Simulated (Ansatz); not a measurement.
Geometry optimisation, RKS B3LYP-D4/def2-SVP in Ansatz.

Input:

```yaml
crystal:
  periodic: [false, false, false]
  atoms:
    - { symbol: O, position_ang: [-1.36794, 0.84873, -0.38334] }
    - { symbol: S, position_ang: [-0.51712, 0.30388, 0.76793] }
    - { symbol: O, position_ang: [0.6599, -0.84941, 0.0826] }
    - { symbol: H, position_ang: [0.0354, 0.50411, 2.01654] }
total_charge: -1
basis:
  gaussian: { orbitals: def2-SVP }
hamiltonian:
  xc: b3lyp
  dispersion: d4
relax:
  f_tol: 0.02
  max_steps: 50
output:
  orbitals: {}
```

Launched with:

```bash
$ ansatz run input.yaml --threads 1 --pin off --max-ram 2048MiB --backend cpu --events-out ev --progress --plain --runs-dir out
```

Where does it end, and by what steps?

The forces met the threshold. Limits of this set-up: an anion without diffuse functions, the dipole of an ion depends on the origin. After 7 steps the energy has fallen by 3.407 eV; S2 moved furthest, 0.42 Å. The start is strongly strained (largest force component 9 eV/Å).

```json
{"step": "0", "energy less start (eV)": "0.0000", "largest force component (eV/Å)": "8.947", "accepted": "yes"}
{"step": "1", "energy less start (eV)": "-1.7898", "largest force component (eV/Å)": "5.487", "accepted": "yes"}
{"step": "2", "energy less start (eV)": "-2.6746", "largest force component (eV/Å)": "4.091", "accepted": "yes"}
{"step": "3", "energy less start (eV)": "-3.3670", "largest force component (eV/Å)": "1.016", "accepted": "yes"}
{"step": "4", "energy less start (eV)": "-3.3938", "largest force component (eV/Å)": "0.398", "accepted": "yes"}
{"step": "5", "energy less start (eV)": "-3.4047", "largest force component (eV/Å)": "0.169", "accepted": "yes"}
{"step": "6", "energy less start (eV)": "-3.4063", "largest force component (eV/Å)": "0.118", "accepted": "yes"}
{"step": "7", "energy less start (eV)": "-3.4066", "largest force component (eV/Å)": "0.015", "accepted": "yes"}
```

```xyz
4
Properties=species:S:1:pos:R:3
O -1.194 0.989 -0.181
S -0.612 -0.100 0.708
O 0.612 -0.800 0.134
H 0.004 0.718 1.822
```

Whether the end is a true minimum wasn't checked by a vibrational analysis.

The run took 8.6 s on 1 thread of Arm Neoverse V2, on a shared host, peak memory 0.1 GiB.
